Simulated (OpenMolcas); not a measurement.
How basis sets differ on LiH (SMILES [LiH])

LiH: 2 atoms, total charge 0, spin state singlet. As SMILES, `[LiH]`. The bond length is the measured one.

```xyz
2

Li    0.0000    0.0000    0.0000
H     0.0000    0.0000    1.5957
```

Each level gives the energy change with the Li1–H2 bond stretched from 1.596 to 3.191 Å (eV). The values are calculated.

```
                                         level                 kind     program  value (eV)  CPU time (all runs)
                      MP2/pcseg-0 (restricted)  perturbation theory  OpenMolcas        1.95                3.9 s
                     MP2/def2-SVP (restricted)  perturbation theory  OpenMolcas        2.12                3.2 s
                      MP2/pcseg-1 (restricted)  perturbation theory  OpenMolcas        2.07                5.8 s
MP2/6-31G** (spherical functions) (restricted)  perturbation theory  OpenMolcas        2.14                3.5 s
                  MP2/aug-pcseg-1 (restricted)  perturbation theory  OpenMolcas        2.01                3.7 s
                      MP2/pcseg-2 (restricted)  perturbation theory  OpenMolcas        2.16                4.2 s
                  MP2/aug-pcseg-2 (restricted)  perturbation theory  OpenMolcas        2.13                3.9 s
                      MP2/pcseg-3 (restricted)  perturbation theory  OpenMolcas        2.17                4.9 s
```

The first shape isn't each level's own minimum. The values span 1.95 to 2.17 eV. CPU times are rough (shared hosts, several kinds of processor): they show what a rung costs within a factor of a few.
